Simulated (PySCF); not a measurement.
Theory: core-valence-separated Tamm–Dancoff BHandHLYP/aug-pcX-1 (pcseg-1 on H) in PySCF, non-relativistic, gas phase, PBE0-D3(BJ)/def2-SVP geometry. Absolute energies from this functional tend to lie a few eV below measured edges; no shift was applied.

Main lines of an unknown, eV (oscillator strength): C K: 283.2 (0.058), 284.9 (0.070), 285.4 (0.007), 285.8 (0.012), 285.8 (0.016); F K: 686.2 (0.009), 686.3 (0.018), 687.1 (0.016), 687.8 (0.005). Listed: the first five lines at most of each edge with a tenth or more of its strongest line's intensity; roots within 0.03 eV on the same or equivalent atoms are summed. Only the lowest roots were sought, and the top ones are left out.

Question: Which candidate gives them?
A. `C=C[C@H](F)CC`
B. `CC[C@@H]1C[C@H]1F`
C. `C/C=C(/F)CC`
D. `C=C[C@H](C)CF`

Answer: C. 

- `C/C=C(/F)CC`: C K: 283.2 (0.058), 284.9 (0.070), 285.4 (0.007), 285.8 (0.012), 285.8 (0.016); F K: 686.2 (0.009), 686.3 (0.018), 687.1 (0.016), 687.8 (0.005). First C line listed at 283.2 eV, hole on the alkene CH carbon (1s→π*); first F line listed at 686.2 eV, hole on the vinyl fluorine.
- `C=C[C@H](C)CF`: C K: 282.6 (0.058), 282.6 (0.064), 285.5 (0.010), 285.6 (0.009), 285.9 (0.022); F K: 685.4 (0.024), 686.5 (0.008), 687.2 (0.006), 687.3 (0.003), 687.5 (0.002). First C line listed at 282.6 eV, hole on the alkene CH carbon (1s→π*); first F line listed at 685.4 eV, hole on the alkyl fluorine.
- `C=C[C@H](F)CC`: C K: 282.5 (0.060), 282.7 (0.063), 285.4 (0.009), 285.7 (0.018), 285.7 (0.009); F K: 685.5 (0.027), 686.5 (0.003), 686.8 (0.010). First C line listed at 282.5 eV, hole on the terminal =CH2 carbon (1s→π*); first F line listed at 685.5 eV, hole on the alkyl fluorine.
- `CC[C@@H]1C[C@H]1F`: C K: 285.3 (0.008), 285.7 (0.017), 285.9 (0.012), 286.0 (0.025), 286.0 (0.010); F K: 685.8 (0.028), 686.7 (0.009), 688.2 (0.004). First C line listed at 285.3 eV, hole on the methyl carbon; first F line listed at 685.8 eV, hole on the alkyl fluorine.

One conformer each; other structures than these candidates weren't tested.

The values belong to the conformer `[CH3:1]/[CH:2]=[C:3](/[F:4])[CH2:5][CH3:6]`: C2–C3–C5–C6 119°.
